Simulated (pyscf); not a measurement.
# Four-centre exchange: H₃C–InH–CH₃ + NH₃ → CH₄ + H₃C–InH–NH₂

Gas phase, singlet surface, charge 0. Bonds broken: C1–In2, N11–H12. Bonds formed: C1–H12, In2–N11. Optimised with ωB97X-D3(BJ)/def2-SVP in PySCF.

Transition state (Å):

```xyz
14

C     -1.9386     1.1470     0.7876
In     0.1600    -0.1564     0.5957
C     -0.0304    -1.2903    -1.2169
H     -2.2834     0.1377     1.0994
H     -2.2273     1.8091     1.6208
H     -2.5465     1.3991    -0.0973
H      0.6278    -0.5748     2.1964
H     -0.5783    -0.7025    -1.9687
H      0.9628    -1.5368    -1.6237
H     -0.5729    -2.2319    -1.0450
N      0.5923     1.9582     0.1608
H     -0.6985     1.7473     0.4519
H      1.1375     2.5241     0.8108
H      0.8181     2.2509    -0.7898
```

One imaginary mode, 1593i cm⁻¹; descent along it reached the two sides named, in the forms told below.

| bond | change | reactant side (Å) | saddle | product side |
|---|---|---|---|---|
| C1–In2 | breaks | 2.177 | 2.478 | 3.2 |
| N11–H12 | breaks | 1.020 | 1.340 | 2.9 |
| C1–H12 | forms | 3.2 | 1.418 | 1.101 |
| In2–N11 | forms | 2.411 | 2.202 | 2.025 |

Electronic energies relative to the separated reactants (kcal/mol):

| level | barrier | reaction energy | reverse barrier |
|---|---|---|---|
| ωB97X-D3(BJ)/def2-TZVP | 17.3 | -11.5 | 28.8 |
| PBE/def2-TZVP | 15.1 | -11.7 | 26.7 |
| r²SCAN/def2-TZVP | 14.2 | -12.4 | 26.6 |
| B3LYP-D3(BJ)/def2-TZVP | 17.8 | -12.3 | 30.1 |
| PBE0-D3(BJ)/def2-TZVP | 15.7 | -11.0 | 26.7 |
| M06-2X/def2-TZVP | 15.1 | -13.3 | 28.4 |
| ωB97M-D3(BJ)/def2-TZVP | 19.0 | -11.5 | 30.4 |
| HF/def2-TZVP | 33.6 | -12.7 | 46.3 |

With ωB97M-D3(BJ)/def2-TZVP energies and thermal terms (ideal gas, 1 atm, RRHO with modes under 100 cm⁻¹ raised to 100, one conformer, R ln 2 for chiral ones without a mode under 150 cm⁻¹), in kcal/mol:

| T (K) | ΔH‡ | ΔG‡ | ΔH | ΔG |
|---|---|---|---|---|
| 298 | 16.8 | 27.7 | -11.6 | -10.7 |
| 600 | 17.3 | 38.6 | -11.6 | -9.9 |
| 900 | 18.1 | 49.1 | -11.6 | -9.0 |
| 1200 | 19.0 | 59.3 | -11.6 | -8.1 |

On the reactant side the descent ends in an adduct with a In–N contact, 19.5 kcal/mol under the separated species and 36.8 kcal/mol under the saddle at ωB97X-D3(BJ)/def2-TZVP. What is counted as formed (In–N) is already present as a longer contact in the reactant adduct; forming that adduct is a step of its own. This is the saddle that the search found; another between the same sides may lie lower. Elements past Kr carry the def2 core potentials, without spin-orbit coupling.
